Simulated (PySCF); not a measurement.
Job file and geometry (Å, from PBE0-D3(BJ)/def2-SVP) of an NMR shielding run on SMILES N, H3N, GIAO LC-wPBE/pcSseg-1 NMR shielding, non-relativistic, gas phase in PySCF; density fitting, a coarse starting grid and PySCF grid level 2 are the driver's defaults:

```
{"job": {"kind": "nmr", "xc": "LC-wPBE", "basis": "pcSseg-1", "pop": false}, "charge": 0, "multiplicity": 1}
N      0.004882    -0.004355     0.303073
H      0.078569    -0.931059    -0.115780
H     -0.849338     0.398106    -0.081591
H      0.765859     0.537376    -0.105697
```

Task: What does the program print?

Result: 
```
coarse grid: 2928 points
cycle   1  E = -56.4911289823  dE = -1.380e-01  |g| = 3.212e-01  |ddm| = 1.394e+00
cycle   2  E = -56.5033624476  dE = -1.223e-02  |g| = 2.431e-01  |ddm| = 3.140e-01
cycle   3  E = -56.5142835621  dE = -1.092e-02  |g| = 2.391e-02  |ddm| = 1.273e-01
cycle   4  E = -56.5143983933  dE = -1.148e-04  |g| = 4.107e-03  |ddm| = 1.370e-02
cycle   5  E = -56.5144050382  dE = -6.645e-06  |g| = 4.049e-04  |ddm| = 5.130e-03
final grid: 27112 points
cycle   6  E = -56.5180003961  dE = -7.473e-06  |g| = 4.480e-03  |ddm| = 7.455e-03
cycle   7  E = -56.5180034164  dE = -3.020e-06  |g| = 3.963e-03  |ddm| = 4.209e-03
cycle   8  E = -56.5180053444  dE = -1.928e-06  |g| = 1.230e-04  |ddm| = 1.905e-03
cycle   9  E = -56.5180053568  dE = -1.236e-08  |g| = 3.148e-05  |ddm| = 2.667e-04
cycle  10  E = -56.5180053581  dE = -1.339e-09  |g| = 8.936e-06  |ddm| = 1.189e-04
cycle  11  E = -56.5180053582  dE = -9.028e-11  |g| = 1.281e-06  |ddm| = 3.717e-05
converged SCF energy = -56.5180053582

GIAO shielding tensors (ppm)
atom      isotropic    diamagn.    paramagn.     s11        s22        s33       span
  0 N      267.733     312.317     -44.584    232.186    285.505    285.508     53.321
  1 H       31.573      30.679       0.893     25.789     26.685     42.244     16.455
  2 H       31.573      30.679       0.893     25.789     26.685     42.244     16.455
  3 H       31.573      30.679       0.893     25.789     26.685     42.244     16.455
```

Size and cost of the density-fitted run: 32 basis functions, about 0.7 core-seconds.
